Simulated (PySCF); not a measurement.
Species: C₃H₇OP.
Geometry (GFN2-xTB, Å), atoms numbered from 1 in this order:
```xyz
12
C3H7OP angstrom
C      1.6141    0.5866    0.3225
P      0.3399   -0.6886    0.0453
O      0.7653   -2.0929    0.0913
C     -1.3079   -0.1380    0.5402
C     -1.0125   -0.0973   -0.9962
H      2.0503    0.4174    1.3050
H      2.3889    0.4602   -0.4312
H      1.1834    1.5794    0.2627
H     -2.0093   -0.8969    0.8584
H     -1.4731    0.8176    1.0143
H     -1.5393   -0.8312   -1.5902
H     -0.9988    0.8830   -1.4481
```

Level of theory: TDDFT B3LYP/def2-SVPD, vertical, gas phase, core orbitals frozen in the response (PySCF 2.14.0, density-fitted response routines).

Frontier orbitals with the atoms that hold most of them (Löwdin shares over 4%, at most four atoms; ? is withheld):

```csv
orbital,ε (eV),atoms
HOMO-3,-9.72,"O3 39%, P2 23%, C5 10%, C4 10%"
HOMO-2,-9.37,"O3 28%, C5 24%, C4 24%, P2 11%"
HOMO-1,-7.70,?
HOMO,-6.90,?
LUMO,0.05,"C1 21%, H8 12%, C5 11%, C4 11%"
LUMO+1,0.96,"C5 14%, H12 13%, C4 13%, H10 11%"
LUMO+2,0.97,"C1 16%, H10 13%, C4 11%, H12 11%"
```

(1) Which atoms hold the HOMO-1, and with what shares?

(2) Which atoms hold the HOMO, and with what shares?

(3) How does S1 compare with the orbital gap of 6.95 eV?

(4) One configuration dominates each of S1 and S2. Which, and how do the shares of the two leading atoms of either orbital change from the occupied to the empty one?

## Answers

(1) O3 (bonded to P) 57%; P2 (bonded to 3 C and O) 12%; C1 (bonded to P and 3 H) 9%; C5 (bonded to C, P and 2 H) 8%. By element: oxygen 57%, carbon 18% or more, phosphorus 12%.

(2) O3 (bonded to P) 40%; P2 (bonded to 3 C and O) 18%; C5 (bonded to C, P and 2 H) 16%; C4 (bonded to C, P and 2 H) 16%. By element: oxygen 40%, carbon 33% or more, phosphorus 18%.

(3) S1 is at 5.98 eV (f = 0.012), 0.97 eV below the gap, made of HOMO→LUMO (96%). 

(4) 
- S1 (5.98 eV, f 0.012), HOMO→LUMO (96%): O3 40% → at most 12%, P2 18% → at most 12%, C1 at most 9% → 21%, H8 at most 9% → 12%
- S2 (6.83 eV, f 0.039), HOMO-1→LUMO (89%): O3 57% → at most 12%, P2 12% → at most 12%, C1 9% → 21%, H8 at most 9% → 12%

Löwdin shares depend on the basis, the more so with diffuse functions.
